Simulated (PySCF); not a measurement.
Isomers of C4H2O2, mass 82.005 u with the commonest isotopes. The calculation used PBE0-D3(BJ)/def2-SVP geometry optimisation, gas phase in PySCF. One conformer each, none proved a minimum here; rigid rotors.

Question: Order these by rotational constant C, smallest first.
A. `[CH:1]#[C:2][C:3](=[O:4])[CH:5]=[O:6]` with C2–C3–C5–O6 0°
B. diketocyclobutene, `O=c1ccc1=O`
C. `[O:1]=[CH:2][c:3]1[cH:4][c:5]1=[O:6]` with O1–C2–C3–C4 -14°

Answer: C (1841 MHz), A (2094 MHz), B (2508 MHz).

Question: Order these by rotational constant B, smallest first.
A. diketocyclobutene, `c1c(c(c1)=O)=O`
B. `[CH:1]#[C:2][C:3](=[O:4])[CH:5]=[O:6]` with C2–C3–C5–O6 0°
C. `[O:1]=[CH:2][c:3]1[cH:4][c:5]1=[O:6]` with O1–C2–C3–C4 -14°

Answer: C (2101 MHz), B (3553 MHz), A (4260 MHz).

Question: Order these by rotational constant A, largest first.
A. diketocyclobutene (`O=C1C=CC1=O`)
B. `[O:1]=[CH:2][c:3]1[cH:4][c:5]1=[O:6]` with O1–C2–C3–C4 -14°
C. `[CH:1]#[C:2][C:3](=[O:4])[CH:5]=[O:6]` with C2–C3–C5–O6 0°

Answer: B (14505 MHz), A (6101 MHz), C (5097 MHz).

```json
{"SMILES": "O=c1ccc1=O", "point group": "C2v", "Ia (u·Å²)": "82.84", "Ib (u·Å²)": "118.63", "Ic (u·Å²)": "201.47", "κ": "-0.02", "μa (D)": "0.00", "μb (D)": "4.25", "μc (D)": "0.00"}
{"SMILES": "C#CC(=O)C=O", "point group": "Cs", "Ia (u·Å²)": "99.15", "Ib (u·Å²)": "142.24", "Ic (u·Å²)": "241.39", "κ": "-0.03", "μa (D)": "1.05", "μb (D)": "0.79", "μc (D)": "0.00"}
{"SMILES": "O=Cc1cc1=O", "point group": "C1", "Ia (u·Å²)": "34.84", "Ib (u·Å²)": "240.56", "Ic (u·Å²)": "274.45", "κ": "-0.96", "μa (D)": "1.28", "μb (D)": "0.98", "μc (D)": "0.53"}
```
